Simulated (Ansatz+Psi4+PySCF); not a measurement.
## doublet BS: levels of theory in one basis

```yaml
atoms:
  - { symbol: B, position_ang: [0.0000, 0.0000, 0.0000] }
  - { symbol: S, position_ang: [0.0000, 0.0000, 1.6100] }
```

Basis set: cc-pVTZ on B; cc-pV(T+d)Z on S (spherical functions). Frozen core: 6 orbitals. Correlation on ROHF uses semicanonical orbitals with singles. Charge 0, multiplicity 2.

Computed with Ansatz (development build ahead of 0.2.0) and Psi4 1.11; each method stands on the lowest determinant of its kind that the runs found.

```csv
method,E − E(ROHF) (eV),<S²> of the determinant
ROHF,0.00,0.75
UHF,-0.11,0.85
ROHF-MP2,-6.37,–
UHF-MP2,-6.33,0.85
```

Caution for UHF, UHF-MP2: the unrestricted determinant is spin contaminated.
